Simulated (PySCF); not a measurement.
How methods differ on the ionisation energy of O

O [He] 2s2 2p4 (3P) → O⁺ [He] 2s2 2p3 (4S), as a difference of total energies. All numbers are calculated (PySCF 2.14, the non-relativistic Hamiltonian (point nucleus), in def2-SVP (3s2p1d, 14 functions)). Correlated levels: valence: 1s2 frozen. The calculations carry no spin-orbit coupling.

```csv
method,ionisation energy (eV),error (eV)
UHF,12.083,-1.525
M06-2X,13.631,+0.023
MN15,13.803,+0.195
MP2 (valence),12.963,-0.645
SCS-MP2 (valence),12.985,-0.623
CCSD (valence),12.972,-0.636
CCSD(T) (valence),12.979,-0.629
```

Reference: 13.608 eV (measured; NIST levels, between the centres of gravity of the two terms).

Errors of the correlated levels include the incompleteness of this basis and the frozen core.
